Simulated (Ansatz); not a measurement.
These are B3LYP-D3(BJ)/def2-TZVP run with Ansatz (a first-principles code) values and carry that method's errors. No frequencies were computed at this level.

Ansatz 0.2 input:
```yaml
crystal:
  periodic: [false, false, false]
  atoms:
    - { symbol: O, position_ang: [0.481774, -0.000003, -0.000002] }
    - { symbol: H, position_ang: [-0.481774, 0.000003, 0.000002] }
basis:
  gaussian: { orbitals: def2-tzvp }
hamiltonian:
  xc: b3lyp
  dispersion: d3bj
relax:
  max_steps: 150
magnetization:
  spin_polarized: true
  initial_magnetization: 1
```

Output:

```
Functional definition: B3LYP
195 factors; their error is unknown
mean field evaluation 1: about -2060.4154 eV, gradient 2.0e1 eV
mean field evaluation 2: about -2059.5366 eV, gradient 2.6e1 eV
mean field evaluation 4: about -2061.7503 eV, gradient 5.0e-2 eV
mean field evaluation 8: about -2061.7517 eV, gradient 2.9e-3 eV
mean field -2061.75173020 eV, -75.7679785792 hartree, gradient 4.7e-5 eV, S^2 0.752319; 0 other end points of the search recorded, 0 dependent functions left out
reference -2061.75185167 eV, -75.7679830431 hartree; 5, 4 occupied and 32, 33 virtual orbitals, 195 factors
relax step   1: F+E_penalty+E_count = -2061.75841724 eV  Δ(F+E_penalty+E_count) = +0.000e0 eV  max|allowed force component| = 6.504e-1 eV/Å  Δτ_max = 0.0000 Å  (24 SCF iters, accepted)
these checks for a lower state are left out or cut short: starts, cluster_reference, orbital_swaps, neighbouring_geometries, increment
195 factors; their error is unknown
mean field evaluation 16: about -2061.7557 eV, gradient 3.6e-5 eV
mean field -2061.75565476 eV, -75.7681228042 hartree, gradient 6.5e-6 eV, S^2 0.752352; 0 other end points of the search recorded, 0 dependent functions left out
reference -2061.75577707 eV, -75.7681272989 hartree; 5, 4 occupied and 32, 33 virtual orbitals, 195 factors
relax step   2: F+E_penalty+E_count = -2061.76234264 eV  Δ(F+E_penalty+E_count) = -3.925e-3 eV  max|allowed force component| = 1.685e-1 eV/Å  Δτ_max = 0.0048 Å  (32 SCF iters, accepted)
these checks for a lower state are left out or cut short: starts, cluster_reference, orbital_swaps, neighbouring_geometries, increment
195 factors; their error is unknown
mean field -2061.75595012 eV, -75.7681336584 hartree, gradient 6.5e-6 eV, S^2 0.752364; 0 other end points of the search recorded, 0 dependent functions left out
reference -2061.75607272 eV, -75.7681381639 hartree; 5, 4 occupied and 32, 33 virtual orbitals, 195 factors
relax step   3: F+E_penalty+E_count = -2061.76263835 eV  Δ(F+E_penalty+E_count) = -2.957e-4 eV  max|allowed force component| = 5.109e-3 eV/Å  Δτ_max = 0.0017 Å  (32 SCF iters, accepted)
195 factors; their error is unknown
mean field evaluation 32: about -2061.7560 eV, gradient 3.5e-5 eV
mean field -2061.75595012 eV, -75.7681336584 hartree, gradient 6.5e-6 eV, S^2 0.752364; 1 other end points of the search recorded, 0 dependent functions left out
reference -2061.75607272 eV, -75.7681381639 hartree; 5, 4 occupied and 32, 33 virtual orbitals, 195 factors
Total energy: -2061.76276095 eV, -75.7683839519 hartree
Atom 0 at     0.488308    -0.000003    -0.000002 Å, force     0.005109    -0.000000    -0.000000 eV/Å
Atom 1 at    -0.488308     0.000003     0.000002 Å, force    -0.005109     0.000000     0.000000 eV/Å
Dipole moment:    -0.368435     0.000002     0.000002 e Å
```

Cost: roughly 1.1 core-seconds.
